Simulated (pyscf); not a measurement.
PySCF, gas phase, ωB97X-D3(BJ)/def2-SVP geometries.

Question: Estimate the classical barrier height and the reaction energy of H₂C=Se + H atom (H•) -> •HC=Se + hydrogen (H₂) at ωB97M-D3(BJ)/def2-TZVP. The step runs on the doublet surface, breaks C–H and forms H–H; take the separated reactants as zero.

Answer: ΔE‡ = 9.7 kcal/mol, ΔE = -6.5 kcal/mol. Zero-point energy shifts the barrier by -1.5 kcal/mol. It is a hydrogen abstraction, with an imaginary mode of 1614i cm⁻¹. This is the saddle that the search found; another between the same sides may lie lower. The angle at the transferred H is 178°. Elements up to Kr have no core potential and no relativistic terms here.
